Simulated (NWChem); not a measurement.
# HF/aug-pcseg-2 run of SiO (SMILES O=[Si])

Aim: a structure relaxation of SiO. 

The calculation is run with NWChem 7.3.0.

### 1 Starting point

SiO: 2 atoms, total charge 0, spin state singlet. As SMILES, `O=[Si]`. The shape is that of a PBE0-D4/def2-TZVP optimisation. The run starts from this shape.

Bond lengths: O1–Si2 1.509 Å.

### 2 A geometry optimisation at HF/aug-pcseg-2

File sp.nw:

```
start sp
title "OSi optimise"
memory total 2200 mb
charge 0

geometry
  O     -0.640700     0.231500    -0.324000
  Si     0.640700    -0.231500     0.324000
end

basis spherical bse
  * library aug-pcseg-2
end

scf
  thresh 1e-08
  maxiter 80
  noprint "final vectors analysis"
end

driver
  tight
  maxiter 40
end

task scf optimize
```

Command:

```console
nwchem sp.nw > sp.out
```

The program printed:

```text
[...]
 Group name             C4v
[...]
  functions       =    96
[...]
  wavefunction    = RHF
[...]
         Total SCF energy =   -363.837165932762
[...]
@    0    -363.83716593  0.0D+00  0.03952  0.03952  0.00000  0.00000     19.0
[...]
         Total SCF energy =   -363.838313160001
[...]
@    1    -363.83831316 -1.1D-03  0.00167  0.00167  0.01696  0.02938     35.2
[...]
@    2    -363.83831497 -1.8D-06  0.00014  0.00014  0.00069  0.00119     49.1
[...]
         Total SCF energy =   -363.838314987383
[...]
         Total SCF energy =   -363.838314987383
[...]
@    3    -363.83831499 -1.3D-08  0.00000  0.00000  0.00005  0.00009     62.4
[...]
         Total SCF energy =   -363.838314987293
      One-electron energy =   -584.913729433702
      Two-electron energy =    180.996832237467
 Nuclear repulsion energy =     40.078582208941
        Time for solution =      4.7s
[...]
         Total SCF energy =   -363.838314987293
[...]
                         RHF ENERGY GRADIENTS
    atom               coordinates                        gradient
                 x          y          z           x          y          z
   1 O       0.000000   0.000000  -1.786039    0.000000   0.000000   0.000000
   2 Si      0.000000   0.000000   1.008471    0.000000   0.000000  -0.000000
[...]
@    4    -363.83831499  9.0D-11  0.00000  0.00000  0.00000  0.00000     72.7
[...]
      Optimization converged
[...]
@    4    -363.83831499  9.0D-11  0.00000  0.00000  0.00000  0.00000     72.7
[...]
```

Run time: 74 s. Hardware: 1 thread of Intel Xeon 6975P-C (Granite Rapids), shared host; peak memory 0.11 GiB.

Steps, from the record of the run:

```csv
step,energy from the first frame kept (eV)
0,0.0000
1,-0.0312
2,-0.0313
3,-0.0313
4,-0.0313
```

After the run. Bond lengths: O1–Si2 1.479 Å.

### 3 What came out

At HF/aug-pcseg-2:

```
               quantity          value
total energy at the end  -363.83831 Eh
          dipole moment         3.56 D
            bond length        1.479 Å
```

At the final geometry: Bond lengths: O1–Si2 1.479 Å. The optimisation took 5 steps and changed the energy by -0.031 eV.
